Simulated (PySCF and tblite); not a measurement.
C4H7N, numbered as in [CH:1]#[C:2][C@H:3]([CH3:4])[NH2:5].

First level. Level: PBE0-D3(BJ)/pcSseg-1 (IEF-PCM, chloroform)//GFN2-xTB, thermal terms from GFN2-xTB, symmetry numbers and mirror pairs counted. Conformers within 2.5 kcal/mol (GFN2-xTB free energy) were kept, 6 at most. GIAO shieldings: PBE0/pcSseg-1 (IEF-PCM, chloroform). Shifts are against TMS (¹H), TMS (¹³C), NH3 (¹⁵N) at the same level. Run with PySCF (density fitting) and tblite.

It gives, at 298.15 K, with 3 conformers (largest weight 85 %): ¹H: 3.71 (H3, 1H), 2.04 (H1, 1H), 1.38 (H4, 3H) ppm. ¹³C: 96.2 (C2), 77.4 (C1), 42.2 (C3), 26.7 (C4) ppm. ¹⁵N: 61.2 (N5) ppm.

Second level: GFN2-xTB geometries, energies BHandHLYP-D3(BJ)/pcSseg-1 (IEF-PCM, acetone), shieldings BHandHLYP/pcSseg-1 (IEF-PCM, acetone), on up to 6 of the same conformers.

(1) How do the averaged shifts change?

H on N, O and S are left out: they exchange, and hydrogen bonds move them by several ppm. Unscaled ¹⁵N shifts at such levels can be off by tens of ppm; differences between conformers or isomers are more reliable. Shifts are unscaled: against experiment ¹³C can be off by 15 ppm or more and ¹H by 0.8 ppm.

## Answers

(1) 
```json
{"signal": "H1", "first": "2.04", "second": "2.24", "change (ppm)": "0.20"}
{"signal": "H3", "first": "3.71", "second": "3.67", "change (ppm)": "-0.04"}
{"signal": "H4", "first": "1.38", "second": "1.41", "change (ppm)": "0.03"}
{"signal": "C1", "first": "77.4", "second": "78.4", "change (ppm)": "1.0"}
{"signal": "C2", "first": "96.2", "second": "95.9", "change (ppm)": "-0.3"}
{"signal": "C3", "first": "42.2", "second": "40.8", "change (ppm)": "-1.3"}
{"signal": "C4", "first": "26.7", "second": "27.8", "change (ppm)": "1.1"}
```

The largest weight becomes 70 %.


¹⁵N shifts are against a computed isolated NH3 molecule, about 20 ppm from the liquid.